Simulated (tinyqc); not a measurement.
Inside a calculation. Method: ROHF in the sto-3g basis, for H2O+, spin multiplicity 2. One step of it, computed by the program tinyqc.

Task: Iteration 1: building the Fock matrix. J_ij = sum D_kl (ij|kl) with D = D(alpha) + D(beta), K_ij = sum D_kl (ik|jl) for each spin; F = H + J - K(s); E = tr D H + tr D J / 2 - 0.5 sum_s tr D(s) K(s) + E_nn.

D(alpha) at the start, lower triangle:
```
,1O 1s,1O 2s,1O 2px,1O 2py,1O 2pz,2H 1s,3H 1s
1O 1s,1.029945
1O 2s,-0.117463,0.546809
1O 2px,0.000000,0.000000,1.000000
1O 2py,0.000000,0.000000,0.000000,0.664629
1O 2pz,0.053743,-0.196237,0.000000,0.000000,0.926266
2H 1s,-0.073079,0.177812,0.000000,0.192034,0.054229,0.130912
3H 1s,-0.073079,0.177812,0.000000,-0.192034,0.054229,0.019941,0.130912
```

D(beta) at the start, lower triangle:
```
,1O 1s,1O 2s,1O 2px,1O 2py,1O 2pz,2H 1s,3H 1s
1O 1s,1.029945
1O 2s,-0.117463,0.546809
1O 2px,0.000000,0.000000,0.000000
1O 2py,0.000000,0.000000,0.000000,0.664629
1O 2pz,0.053743,-0.196237,0.000000,0.000000,0.926266
2H 1s,-0.073079,0.177812,0.000000,0.192034,0.054229,0.130912
3H 1s,-0.073079,0.177812,0.000000,-0.192034,0.054229,0.019941,0.130912
```

core Hamiltonian H = T + V (hartree), lower triangle:
```
,1O 1s,1O 2s,1O 2px,1O 2py,1O 2pz,2H 1s,3H 1s
1O 1s,-32.716193
1O 2s,-7.611687,-9.330524
1O 2px,0.000000,0.000000,-7.454146
1O 2py,0.000000,0.000000,0.000000,-7.623906
1O 2pz,-0.017259,-0.203314,0.000000,0.000000,-7.531983
2H 1s,-1.732187,-3.708479,0.000000,-2.114829,-1.493905,-5.044295
3H 1s,-1.732187,-3.708479,0.000000,2.114829,-1.493905,-1.452540,-5.044295
```

Two-electron integrals (ij|kl) in chemists' order, unique and non-zero (hartree):
```
i,j,k,l,(ij|kl)
1,1,1,1,4.785065
2,1,1,1,0.741380
2,1,2,1,0.136873
2,2,1,1,1.118947
2,2,2,1,0.256633
2,2,2,2,0.817206
3,1,3,1,0.024477
3,2,3,1,0.037809
3,2,3,2,0.180518
3,3,1,1,1.115814
3,3,2,1,0.256684
3,3,2,2,0.817023
3,3,3,3,0.880159
4,1,4,1,0.024477
4,2,4,1,0.037809
4,2,4,2,0.180518
4,3,4,3,0.047444
4,4,1,1,1.115814
4,4,2,1,0.256684
4,4,2,2,0.817023
4,4,3,3,0.785270
4,4,4,4,0.880159
5,1,5,1,0.024477
5,2,5,1,0.037809
5,2,5,2,0.180518
5,3,5,3,0.047444
5,4,5,4,0.047444
5,5,1,1,1.115814
5,5,2,1,0.256684
5,5,2,2,0.817023
5,5,3,3,0.785270
5,5,4,4,0.785270
5,5,5,5,0.880159
6,1,1,1,0.170103
6,1,2,1,0.031126
6,1,2,2,0.057941
6,1,3,3,0.057831
6,1,4,1,0.001186
6,1,4,2,0.002214
6,1,4,4,0.058062
6,1,5,1,0.000803
6,1,5,2,0.001499
6,1,5,4,0.000157
6,1,5,5,0.057937
6,1,6,1,0.007170
6,2,1,1,0.400787
6,2,2,1,0.093016
6,2,2,2,0.326414
6,2,3,3,0.320981
6,2,4,1,0.005761
6,2,4,2,0.043427
6,2,4,4,0.331946
6,2,5,1,0.003901
6,2,5,2,0.029406
6,2,5,4,0.007425
6,2,5,5,0.326008
6,2,6,1,0.021541
6,2,6,2,0.159444
6,3,3,1,0.009889
6,3,3,2,0.056996
6,3,4,3,0.009096
6,3,5,3,0.006159
6,3,6,3,0.023121
6,4,1,1,0.234324
6,4,2,1,0.055103
6,4,2,2,0.206530
6,4,3,3,0.197092
6,4,4,1,0.012891
6,4,4,2,0.083135
6,4,4,4,0.222067
6,4,5,1,0.002033
6,4,5,2,0.017700
6,4,5,4,0.010752
6,4,5,5,0.200202
6,4,6,1,0.013343
6,4,6,2,0.122539
6,4,6,4,0.116245
6,5,1,1,0.158669
6,5,2,1,0.037312
6,5,2,2,0.139849
6,5,3,3,0.133458
6,5,4,1,0.002033
6,5,4,2,0.017700
6,5,4,4,0.138051
6,5,5,1,0.011266
6,5,5,2,0.068981
6,5,5,4,0.012206
6,5,5,5,0.147882
6,5,6,1,0.009035
6,5,6,2,0.082975
6,5,6,4,0.063058
6,5,6,5,0.065820
6,6,1,1,0.530041
6,6,2,1,0.125015
6,6,2,2,0.501797
6,6,3,3,0.481366
6,6,4,1,0.010318
6,6,4,2,0.106079
6,6,4,4,0.522971
6,6,5,1,0.006987
6,6,5,2,0.071830
6,6,5,4,0.028173
6,6,5,5,0.500442
6,6,6,1,0.029233
6,6,6,2,0.304135
6,6,6,4,0.267013
6,6,6,5,0.180804
6,6,6,6,0.774606
7,1,1,1,0.170103
7,1,2,1,0.031126
7,1,2,2,0.057941
7,1,3,3,0.057831
7,1,4,1,-0.001186
7,1,4,2,-0.002214
7,1,4,4,0.058062
7,1,5,1,0.000803
7,1,5,2,0.001499
7,1,5,4,-0.000157
7,1,5,5,0.057937
7,1,6,1,0.007049
7,1,6,2,0.020805
7,1,6,4,0.011750
7,1,6,5,0.008732
7,1,6,6,0.027864
7,1,7,1,0.007170
7,2,1,1,0.400787
7,2,2,1,0.093016
7,2,2,2,0.326414
7,2,3,3,0.320981
7,2,4,1,-0.005761
7,2,4,2,-0.043427
7,2,4,4,0.331946
7,2,5,1,0.003901
7,2,5,2,0.029406
7,2,5,4,-0.007425
7,2,5,5,0.326008
7,2,6,1,0.020805
7,2,6,2,0.128357
7,2,6,4,0.068018
7,2,6,5,0.064866
7,2,6,6,0.200407
7,2,7,1,0.021541
7,2,7,2,0.159444
7,3,3,1,0.009889
7,3,3,2,0.056996
7,3,4,3,-0.009096
7,3,5,3,0.006159
7,3,6,3,0.017960
7,3,7,3,0.023121
7,4,1,1,-0.234324
7,4,2,1,-0.055103
7,4,2,2,-0.206530
7,4,3,3,-0.197092
7,4,4,1,0.012891
7,4,4,2,0.083135
7,4,4,4,-0.222067
7,4,5,1,-0.002033
7,4,5,2,-0.017700
7,4,5,4,0.010752
7,4,5,5,-0.200202
7,4,6,1,-0.011750
7,4,6,2,-0.068018
7,4,6,4,-0.018582
7,4,6,5,-0.033590
7,4,6,6,-0.093936
7,4,7,1,-0.013343
7,4,7,2,-0.122539
7,4,7,4,0.116245
7,5,1,1,0.158669
7,5,2,1,0.037312
7,5,2,2,0.139849
7,5,3,3,0.133458
7,5,4,1,-0.002033
7,5,4,2,-0.017700
7,5,4,4,0.138051
7,5,5,1,0.011266
7,5,5,2,0.068981
7,5,5,4,-0.012206
7,5,5,5,0.147882
7,5,6,1,0.008732
7,5,6,2,0.064866
7,5,6,4,0.033590
7,5,6,5,0.050234
7,5,6,6,0.110896
7,5,7,1,0.009035
7,5,7,2,0.082975
7,5,7,4,-0.063058
7,5,7,5,0.065820
7,6,1,1,0.145964
7,6,2,1,0.034143
7,6,2,2,0.128751
7,6,3,3,0.126024
7,6,4,4,0.128840
7,6,5,1,0.002313
7,6,5,2,0.020242
7,6,5,5,0.131253
7,6,6,1,0.007809
7,6,6,2,0.061030
7,6,6,4,0.040510
7,6,6,5,0.035708
7,6,6,6,0.117405
7,6,7,1,0.007809
7,6,7,2,0.061030
7,6,7,4,-0.040510
7,6,7,5,0.035708
7,6,7,6,0.028095
7,7,1,1,0.530041
7,7,2,1,0.125015
7,7,2,2,0.501797
7,7,3,3,0.481366
7,7,4,1,-0.010318
7,7,4,2,-0.106079
7,7,4,4,0.522971
7,7,5,1,0.006987
7,7,5,2,0.071830
7,7,5,4,-0.028173
7,7,5,5,0.500442
7,7,6,1,0.027864
7,7,6,2,0.200407
7,7,6,4,0.093936
7,7,6,5,0.110896
7,7,6,6,0.327581
7,7,7,1,0.029233
7,7,7,2,0.304135
7,7,7,4,-0.267013
7,7,7,5,0.180804
7,7,7,6,0.117405
7,7,7,7,0.774606
```

nuclear repulsion = 9.13990351 hartree

Give: Coulomb J; exchange K(alpha); exchange K(beta); F(alpha); F(beta); total energy of this density.

Result:

Coulomb J (hartree), lower triangle:
```
,1O 1s,1O 2s,1O 2px,1O 2py,1O 2pz,2H 1s,3H 1s
1O 1s,16.5869
1O 2s,3.1001,7.5761
1O 2px,0.0000,0.0000,7.4957
1O 2py,0.0000,0.0000,0.0000,7.6047
1O 2pz,-0.0075,0.0037,0.0000,0.0000,7.6051
2H 1s,0.7051,2.9905,0.0000,1.8828,1.2800,4.6112
3H 1s,0.7051,2.9905,0.0000,-1.8828,1.2800,1.1742,4.6112
```

exchange K(alpha) (hartree), lower triangle:
```
,1O 1s,1O 2s,1O 2px,1O 2py,1O 2pz,2H 1s,3H 1s
1O 1s,4.8681
1O 2s,0.8550,1.2868
1O 2px,0.0000,0.0000,1.1234
1O 2py,0.0000,0.0000,0.0000,1.0494
1O 2pz,0.0050,-0.0490,0.0000,0.0000,1.1157
2H 1s,0.1994,0.5833,0.0000,0.3482,0.2163,0.5640
3H 1s,0.1994,0.5833,0.0000,-0.3482,0.2163,0.2212,0.5640
```

exchange K(beta) (hartree), lower triangle:
```
,1O 1s,1O 2s,1O 2px,1O 2py,1O 2pz,2H 1s,3H 1s
1O 1s,4.8436
1O 2s,0.8172,1.1063
1O 2px,0.0000,0.0000,0.2433
1O 2py,0.0000,0.0000,0.0000,1.0019
1O 2pz,0.0050,-0.0490,0.0000,0.0000,1.0683
2H 1s,0.1895,0.5263,0.0000,0.3391,0.2102,0.5408
3H 1s,0.1895,0.5263,0.0000,-0.3391,0.2102,0.2032,0.5408
```

F(alpha) (hartree), lower triangle:
```
,1O 1s,1O 2s,1O 2px,1O 2py,1O 2pz,2H 1s,3H 1s
1O 1s,-20.9974
1O 2s,-5.3667,-3.0412
1O 2px,0.0000,0.0000,-1.0819
1O 2py,0.0000,0.0000,0.0000,-1.0685
1O 2pz,-0.0298,-0.1506,0.0000,0.0000,-1.0426
2H 1s,-1.2265,-1.3012,0.0000,-0.5802,-0.4302,-0.9970
3H 1s,-1.2265,-1.3012,0.0000,0.5802,-0.4302,-0.4995,-0.9970
```

F(beta) (hartree), lower triangle:
```
,1O 1s,1O 2s,1O 2px,1O 2py,1O 2pz,2H 1s,3H 1s
1O 1s,-20.9730
1O 2s,-5.3289,-2.8607
1O 2px,0.0000,0.0000,-0.2017
1O 2py,0.0000,0.0000,0.0000,-1.0211
1O 2pz,-0.0298,-0.1506,0.0000,0.0000,-0.9952
2H 1s,-1.2166,-1.2443,0.0000,-0.5711,-0.4240,-0.9739
3H 1s,-1.2166,-1.2443,0.0000,0.5711,-0.4240,-0.4816,-0.9739
```

total energy of this density = -74.475771 hartree
